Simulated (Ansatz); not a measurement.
Predict the output of the script below (the Python package of Ansatz (0.2.0)).

`ch2s2_composite.py`
```python
"""Relax CH2S2 cheaply, then refine its energy."""

import itertools
import warnings

import ansatz as az
from ase.data import atomic_numbers, covalent_radii
import numpy as np
from rdkit import Chem
from rdkit.Chem import AllChem

BASIS_SET = "def2-SVP"
FUNCTIONAL = "B3LYP"


def main() -> None:
    warnings.simplefilter("ignore", az.DeckWarning)

    # start geometry from RDKit
    rd = Chem.AddHs(Chem.MolFromSmiles("C1SS1"))
    AllChem.EmbedMolecule(rd, randomSeed=975)
    AllChem.UFFOptimizeMolecule(rd)
    molecule = az.Crystal.molecule()
    for atom, xyz in zip(rd.GetAtoms(), rd.GetConformer().GetPositions()):
        molecule = molecule.atom(atom.GetSymbol(), xyz.round(5).tolist())

    model = molecule.calculation().basis(gaussian=BASIS_SET).functional(FUNCTIONAL)
    symbols = [site.symbol for site in molecule.cartesian_sites]
    start = np.array([site.position_ang for site in molecule.cartesian_sites], dtype=float)
    data = model.relax(force_tolerance=0.01).run().report
    end = np.array(data["positions_ang"])
    # pairs closer than 1.2 times the sum of covalent radii, before or after
    radius = [covalent_radii[atomic_numbers[s]] for s in symbols]
    span = lambda where, i, j: np.linalg.norm(where[i] - where[j])
    bonded = [(i, j) for i, j in itertools.combinations(range(len(symbols)), 2) if min(span(start, i, j), span(end, i, j)) < 1.2 * (radius[i] + radius[j])]
    print("pair        before    after (A)")
    for i, j in bonded:
        print(f"{symbols[i]}{i}-{symbols[j]}{j}".ljust(10), f"{span(start, i, j):8.4f} {span(end, i, j):8.4f}")

    minimum = az.Crystal.molecule()
    for symbol, place in zip(symbols, end):
        minimum = minimum.atom(symbol, place.tolist())
    at_minimum = minimum.calculation()
    # MP2 extrapolated to the basis limit, plus the small-basis difference CCSD(T) - MP2
    level = lambda method, basis: at_minimum.basis(gaussian=basis).correlation(method).run().report
    small, large, cluster = level("mp2", "cc-pVDZ"), level("mp2", "cc-pVTZ"), level("ccsd_t", "cc-pVDZ")
    corr = lambda each: (each["free_energy_ev"] - each["reference_energy_ev"]) / 27.211386246
    mp2_limit = (27 * corr(large) - 8 * corr(small)) / 19
    pieces = {"HF / cc-pVTZ": large["reference_energy_ev"] / 27.211386246, "MP2 correlation, DZ-TZ limit": mp2_limit, "CCSD(T) - MP2 / cc-pVDZ": corr(cluster) - corr(small)}
    for name, value in pieces.items():
        print(f"{name:32s} {value:14.6f} Ha")
    print(f"{'sum':32s} {sum(pieces.values()):14.6f} Ha")
    print("T1 diagnostic", round(cluster["correlation"]["coupled_cluster"]["t1_diagnostic"], 4))


if __name__ == "__main__":
    main()
```

```console
$ python ch2s2_composite.py
pair        before    after (A)
C0-S1        1.7772   1.8062
C0-S2        1.7772   1.8062
C0-H3        1.1094   1.0962
C0-H4        1.1094   1.0962
S1-S2        2.1956   2.1272
HF / cc-pVTZ                        -834.109109 Ha
MP2 correlation, DZ-TZ limit          -0.563025 Ha
CCSD(T) - MP2 / cc-pVDZ               -0.047816 Ha
sum                                 -834.719950 Ha
T1 diagnostic 0.0101
```

Notes:
- The settings weren't tested for convergence.
- The sum leaves out core correlation, relativity, the Hartree-Fock basis error and zero-point energy; a DZ-TZ extrapolation is rough.
- b3lyp holds the VWN-RPA fit, as in Gaussian; the form of ORCA and Turbomole is b3lyp5.
- Inner cores stay frozen, so this is valence correlation.
- For Al to Cl the sets with a tight d function, cc-pV(X+d)Z, are usual.
- An extrapolation from small basis sets is rough.
- Run time: 14 s on 1 thread of Arm Neoverse V1, on a shared host, peak memory 0.31 GiB.
